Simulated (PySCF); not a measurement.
# Spin-rotation constants: SMILES C1CCCCC1, C6H12

Cartesian coordinates in Å; atom numbers follow the order of the lines, from 1:
```xyz
18

C     1.3162   -0.6177   -0.1553
C     1.1657    0.8349    0.2875
C    -0.1274    1.4487   -0.2417
C    -1.3436    0.6159    0.1533
C    -1.1931   -0.8368   -0.2894
C     0.1000   -1.4506    0.2398
H     1.4343   -0.6498   -1.2540
H     2.2357   -1.0552    0.2667
H     2.0351    1.4287   -0.0387
H     1.1596    0.8767    1.3922
H    -0.2371    2.4849    0.1180
H    -0.0736    1.5082   -1.3443
H    -2.2631    1.0534   -0.2688
H    -1.4619    0.6481    1.2520
H    -2.0626   -1.4306    0.0369
H    -1.1871   -0.8786   -1.3941
H     0.2097   -2.4867   -0.1200
H     0.0463   -1.5101    1.3424
```

Method used: GIAO B3LYP/aug-pcSseg-1 magnetisability, rotational g tensor and spin-rotation constants, non-relativistic, gas phase in PySCF 2.14.0. Geometry: PBE0-D3(BJ)/def2-SVP.

Task: Give the nuclear spin-rotation constants along the inertial axes (H = +C I·J) beside the isotropic shieldings.

Result: Rotational constants 4.3292, 4.3284, 2.4736 GHz. A star marks the isotopologue with that one atom substituted, in its own axes.
| atom | isotope | Caa (kHz) | Cbb (kHz) | Ccc (kHz) | mean (kHz) | σ (ppm) |
| --- | --- | --- | --- | --- | --- | --- |
| H7 | 1H | -0.474 | -0.474 | 0.087 | -0.287 | 30.1 |
| H8 | 1H | -0.182 | -0.182 | -0.230 | -0.198 | 29.7 |
| H9 | 1H | -0.182 | -0.182 | -0.230 | -0.198 | 29.7 |
| H10 | 1H | -0.474 | -0.474 | 0.087 | -0.287 | 30.1 |
| H11 | 1H | -0.181 | -0.181 | -0.231 | -0.198 | 29.7 |
| H12 | 1H | -0.474 | -0.474 | 0.087 | -0.287 | 30.1 |
| H13 | 1H | -0.182 | -0.182 | -0.230 | -0.198 | 29.7 |
| H14 | 1H | -0.474 | -0.474 | 0.087 | -0.287 | 30.1 |
| H15 | 1H | -0.182 | -0.182 | -0.230 | -0.198 | 29.7 |
| H16 | 1H | -0.474 | -0.474 | 0.087 | -0.287 | 30.1 |
| H17 | 1H | -0.181 | -0.181 | -0.231 | -0.198 | 29.7 |
| H18 | 1H | -0.474 | -0.474 | 0.087 | -0.287 | 30.1 |
| C1 | 13C* | 0.799 | 0.758 | 0.398 | 0.652 | 147.8 |

Where two moments of inertia are equal or nearly so, the constants along those axes are given as their average.
For the geometry as given, no vibrational averaging.

Task: How do the rotational constants and the g tensor change when H7, H8, H9, H10, H11, H12, H13, H14, H15, H16, H17, H18 are replaced by deuterium?

Result: Constants 3.2959, 3.2953, 1.9753 GHz; g -0.0046, -0.0046, -0.0107, against -0.0061, -0.0061, -0.0134 before.
